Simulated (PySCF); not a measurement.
P₃H₅.
SMILES with atom numbers: `[PH2:1][PH:2][PH2:3]` (hydrogens: H4, H5 on P1; H6 on P2; H7, H8 on P3)

Cartesian coordinates in Å at the PBE0-D3(BJ)/def2-TZVP level; atoms count from 1:
```
atom  x, y, z in Å
P1     1.668   -0.147   -0.257
P2    -0.015   -0.473    1.164
P3    -1.600   -0.298   -0.391
H4     1.591    1.269   -0.152
H5     2.660   -0.221    0.759
H6     0.054   -1.888    1.025
H7    -1.692    1.115   -0.259
H8    -2.659   -0.506    0.536
```

Computed with PySCF at wB97X-D/pcSseg-2, non-relativistic, on one gas-phase PBE0-D3(BJ)/def2-TZVP geometry that isn't relaxed in the solvent. The solvent is an IEF-PCM continuum (Bondi radii, 1.10 Å for H, scaled by 1.2). Only the electrostatic response of the medium enters.

Gas phase at wB97X-D/pcSseg-2: HOMO -8.40 eV, LUMO 1.17 eV, dipole 0.74 D.

Question: What does the continuum do to the energy, the frontier levels and the dipole at wB97X-D/pcSseg-2 in chloroform?

Answer: 
```json
{"solvent": "chloroform", "ε": "4.711", "E(solvent) − E(gas) (kcal/mol)": "-2.28", "polarisation term (kcal/mol)": "-2.54", "distortion of the solute (kcal/mol)": "0.26", "HOMO (eV)": "-8.31", "LUMO (eV)": "1.32", "dipole (D)": "0.96"}
```

The polarisation term is half the interaction of the solute with the surface charges that it induces; the rest is the cost of distorting the solute's density. The sum is the electrostatic part of solvation alone.

Question: Give the dipole vector in the frame of the coordinates (D, pointing from negative to positive charge), gas and chloroform.

Answer: Gas (-0.05, 0.33, 0.66), solvent (-0.07, 0.43, 0.86). Its length changes by +31 % and its direction by less than 1°.

Note: wB97X-D ran without an empirical dispersion term, which enters the total energy and its gradient alone.
